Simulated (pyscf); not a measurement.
Four-centre exchange: `[AsH3]` + `[GaH3]` → `[AsH3]` + `[GaH3]`

Gas phase, singlet surface, charge 0. Bonds broken: As1–H2, Ga5–H6. Bonds formed: As1–H6, H2–Ga5. Optimised with ωB97X-D3(BJ)/def2-SVP in PySCF. Correlated levels are frozen-core, on RHF or UHF. ΔMP2 is the change of the MP2 total energy from the triple- to the quadruple-zeta basis.

Transition state (Å):

```xyz
8

As    -1.6886     0.0333     0.7423
H     -0.1628    -0.8717     0.0793
H     -2.1230    -1.4259     0.5805
H     -2.9117     0.4812    -0.0625
Ga     0.3241     0.2632    -1.0480
H     -1.0079     1.1735    -0.6086
H      1.5300     0.9852    -0.3859
H      0.0835    -0.3142    -2.4707
```

One imaginary mode, 876i cm⁻¹; descent along it reached the two sides named, in the forms told below.

```csv
bond,change,reactant side (Å),saddle,product side
As1–H2,breaks,1.539,1.894,3.1
Ga5–H6,breaks,1.570,1.672,2.160
As1–H6,forms,3.1,1.894,1.539
H2–Ga5,forms,2.160,1.672,1.570
```

Electronic energies relative to the separated reactants (eV):

```json
[
 {"level": "ωB97X-D3(BJ)/def2-TZVP", "barrier": "1.08", "reaction energy": "0.00", "reverse barrier": "1.08"},
 {"level": "PBE/def2-TZVP", "barrier": "0.94", "reaction energy": "0.00", "reverse barrier": "0.94"},
 {"level": "r²SCAN/def2-TZVP", "barrier": "0.99", "reaction energy": "0.00", "reverse barrier": "0.99"},
 {"level": "B3LYP-D3(BJ)/def2-TZVP", "barrier": "1.16", "reaction energy": "0.00", "reverse barrier": "1.16"},
 {"level": "PBE0-D3(BJ)/def2-TZVP", "barrier": "1.02", "reaction energy": "0.00", "reverse barrier": "1.02"},
 {"level": "M06-2X/def2-TZVP", "barrier": "1.12", "reaction energy": "0.00", "reverse barrier": "1.12"},
 {"level": "ωB97M-D3(BJ)/def2-TZVP", "barrier": "1.27", "reaction energy": "0.00", "reverse barrier": "1.27"},
 {"level": "HF/def2-TZVP", "barrier": "1.95", "reaction energy": "0.00", "reverse barrier": "1.95"},
 {"level": "MP2/def2-QZVPP", "barrier": "1.24", "reaction energy": "0.00", "reverse barrier": "1.24"},
 {"level": "CCSD/def2-TZVPP", "barrier": "1.33", "reaction energy": "0.00", "reverse barrier": "1.33"},
 {"level": "CCSD(T)/def2-TZVPP", "barrier": "1.22", "reaction energy": "0.00", "reverse barrier": "1.22"},
 {"level": "CCSD(T)/def2-TZVPP + ΔMP2(QZVPP)", "barrier": "1.20", "reaction energy": "0.00", "reverse barrier": "1.20"}
]
```

With CCSD(T)/def2-TZVPP + ΔMP2(QZVPP) energies and thermal terms (ideal gas, 1 atm, RRHO with modes under 100 cm⁻¹ raised to 100, one conformer, R ln 2 for chiral ones without a mode under 150 cm⁻¹), in eV:

| T (K) | ΔH‡ | ΔG‡ | ΔH | ΔG |
|---|---|---|---|---|
| 298 | 1.23 | 1.65 | 0.00 | 0.00 |
| 600 | 1.23 | 2.07 | 0.00 | 0.00 |
| 900 | 1.25 | 2.49 | 0.00 | 0.00 |
| 1200 | 1.28 | 2.90 | 0.00 | 0.00 |

On the reactant side the descent ends in a complex, 0.20 eV under the separated species and 1.28 eV under the saddle at ωB97X-D3(BJ)/def2-TZVP. On the product side the descent ends in a complex, 0.20 eV under the separated species and 1.28 eV under the saddle at ωB97X-D3(BJ)/def2-TZVP. At the saddle there is also a short As–Ga contact that neither side keeps. The same reactants have a lower exit, to H₂Ga–AsH₂ + H₂ (barrier +0.91 eV at ωB97M-D3(BJ)/def2-TZVP, against +1.27 eV here). This is the saddle that the search found; another between the same sides may lie lower. The CCSD(T) − MP2 part came from Ansatz, without density fitting, on the same reference. The frozen core leaves the outer d or s,p core shells of the metals and heavy elements correlated in the MP2 and CC values, and def2-TZVPP describes them poorly, which can shift differences by a few kcal/mol. Elements up to Kr have no core potential and no relativistic terms here.
